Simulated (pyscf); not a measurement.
# Substitution at C: `[CH3][Zn][CH3]` + `[H]` [doublet] → `[CH3][Zn]` [doublet] + `[CH4]`

Gas phase, doublet surface, charge 0. Bonds broken: Zn2–C3. Bonds formed: C3–H10. Structures and frequencies: ωB97X-D3(BJ)/def2-SVP in PySCF.

Transition state (Å):

```xyz
10

C      1.0830    -1.0330     0.5164
Zn    -0.0137     0.5059    -0.0587
C     -1.2271     2.2085    -0.6903
H      0.4508    -1.9092     0.7401
H      1.7996    -1.3257    -0.2700
H      1.6595    -0.7914     1.4257
H     -1.8275     2.2264     0.2213
H     -1.6175     1.7098    -1.5795
H     -0.3771     2.8868    -0.7858
H     -2.0837     3.4111    -1.1350
```

One imaginary mode, 1467i cm⁻¹; descent along it reached the two sides named.

```tsv
bond	change	reactant side (Å)	saddle	product side
Zn2–C3	breaks	1.947	2.184	4.2
C3–H10	forms	3.8	1.542	1.100
```

Electronic energies relative to the separated reactants (kcal/mol):

```csv
level,barrier,reaction energy,reverse barrier
ωB97X-D3(BJ)/def2-TZVP,19.4,-34.0,53.4
PBE/def2-TZVP,9.6,-36.3,46.0
r²SCAN/def2-TZVP,10.6,-37.3,48.0
B3LYP-D3(BJ)/def2-TZVP,10.6,-41.1,51.7
PBE0-D3(BJ)/def2-TZVP,13.4,-36.5,49.9
M06-2X/def2-TZVP,14.7,-40.4,55.1
ωB97M-D3(BJ)/def2-TZVP,17.3,-37.1,54.4
HF/def2-TZVP,29.2,-42.3,71.4
```

With ωB97M-D3(BJ)/def2-TZVP energies and thermal terms (ideal gas, 1 atm, RRHO with modes under 100 cm⁻¹ raised to 100, one conformer, R ln 2 for chiral ones without a mode under 150 cm⁻¹), in kcal/mol:

| T (K) | ΔH‡ | ΔG‡ | ΔH | ΔG |
|---|---|---|---|---|
| 298 | 18.1 | 24.4 | -32.5 | -34.6 |
| 600 | 17.5 | 31.1 | -34.2 | -36.0 |
| 900 | 17.1 | 38.0 | -35.9 | -36.6 |
| 1200 | 16.7 | 45.0 | -37.4 | -36.5 |

Abstraction by the radical was not located in this set and often lies lower. One saddle was located; it need not be the lowest between these sides. The angle at the attacked C is 180°. Elements up to Kr have no core potential and no relativistic terms here.
